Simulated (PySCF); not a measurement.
# C3H4O3 (ethylene carbonate): the cost of one run

Computed with PySCF 2.14.0, with density-fitted response routines of our own, on a single molecule in the gas phase. Atoms count from 0, in the outputs and in this text.

## 1. The molecule as given

10 atoms, charge 0, multiplicity 1; geometry from: GFN2-xTB. The atoms were then displaced at random by about 0.01 Å, so the start is not that level's minimum.

Bonds of the start (Å): O0–C1 1.21, C1–O2 1.35, O2–C3 1.36, C3–C4 1.54, C4–O5 1.42, O5–C1 1.35, C3–H6 1.11, C3–H7 1.10, C4–H8 1.12, C4–H9 1.08.

## 2. Geometry optimisation at PBE0-D3(BJ)/def2-TZVP

Job settings and geometry (Å):

```
{"job": {"xc": "PBE0", "basis": "def2-TZVP", "d3": "d3bj", "grid": 2, "shake": 0.01, "kind": "geom"}, "charge": 0, "multiplicity": 1}
O      2.669750     0.361410    -0.222710
C      1.476310     0.211850    -0.130530
O      0.868930    -0.992160    -0.086540
C     -0.479780    -0.851550     0.039660
C     -0.736650     0.666020     0.047720
O      0.567910     1.208270    -0.055050
H     -0.827270    -1.339870     0.968830
H     -0.974370    -1.338610    -0.814800
H     -1.181850     1.032340     1.010720
H     -1.332530     1.021380    -0.778360
```

The run is started by

```sh
OMP_NUM_THREADS=1 python probes_run.py task.json out
```

One launch serves the whole session: the jobs run in the order shown.

Q: Estimate the wall time and peak memory of this first job on 1 thread of Arm Neoverse V2, shared host.

About 96 s, with a peak of 0.95 GiB.
